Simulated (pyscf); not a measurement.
5 gas-phase steps of one pattern: addition across a multiple bond or ene-type step on the singlet surface, H–H broken and H–Nb + H–O or H–O + H–Ta formed. Optimised with ωB97X-D3(BJ)/def2-SVP in PySCF. Electronic energies in kJ/mol, from the separated reactants; ΔE‡ and ΔE at ωB97M-D3(BJ)/def2-TZVP. Rows were drawn at random from the steps of this pattern with a verified saddle, stable references and no exit in the data more than 5 kcal/mol lower.

| row | step | ΔE | ΔE‡ |
|---|---|---|---|
| 1 | O=Ta(F)(F)–F + H₂ -> HO–TaH(F)(F)–F | -0.5 | ? |
| 2 | O=Ta(OH)(OH)–OH + H₂ -> HO–TaH(OH)(OH)–OH | +27.2 | 129.4 |
| 3 | O=Ta(Cl)(Cl)–Cl + H₂ → HO–TaH(Cl)(Cl)–Cl | +37.9 | 141.2 |
| 4 | O=Nb(F)(F)–F + H₂ -> HO–NbH(F)(F)–F | +40.7 | 150.6 |
| 5 | O=Nb(Cl)(Cl)–Cl + H₂ → HO–NbH(Cl)(Cl)–Cl | +66.0 | 169.1 |

Task: Fit ΔE‡ = a + b·ΔE to the other rows and predict row 1.

Result: Over the 4 complete rows the means are +43.0 (ΔE) and 147.6 (ΔE‡); least squares gives b = 1.00 and a = 104.6 kJ/mol, with residuals of 3.1 kJ/mol (root mean square; largest 5.3, row 4). For row 1: 104.6 + 1.00 × (-0.5) = 104.1 kJ/mol, an extrapolation. The computed barrier is 115.7 kJ/mol, 11.6 over the line. The line follows the complete rows closely but misses this one by more than their scatter. Each barrier is that of the saddle found. Elements past Kr carry the def2 core potentials, without spin-orbit coupling.
